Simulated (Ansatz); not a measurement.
Basis-set extrapolation for C3H5O2 (`[CH2]OC(C)=O`) radical (PBE0-D4/def2-TZVP geometry, frozen core, Ansatz). Multiplicity 2, UHF reference.

```
                      def2-TZVPP   def2-QZVPP
                 HF  -266.315490  -266.327769
    MP2 correlation    -0.931063    -0.999490
CCSD(T) correlation    -0.999196      not run
```

Energies in hartree. Use E(X) = E(∞) + A·exp(−7.88·√X) for Hartree–Fock and E(X) = E(∞) + B·X^(−2.97) for correlation, with X = 3 and 4, and add CCSD(T) minus MP2 of the smaller set to the MP2 limit.

Problem. What is the CCSD(T) energy at the basis-set limit?

Solution. HF limit: -266.327769 + (-0.012279) × 0.13774 = -266.32946. MP2 limit: -0.999490 + (-0.068427) × 0.74074 = -1.05018. Higher-order term: -0.999196 − (-0.931063) = -0.06813. Total: -267.44777 hartree, 349.4 kJ/mol below CCSD(T)/def2-TZVPP.
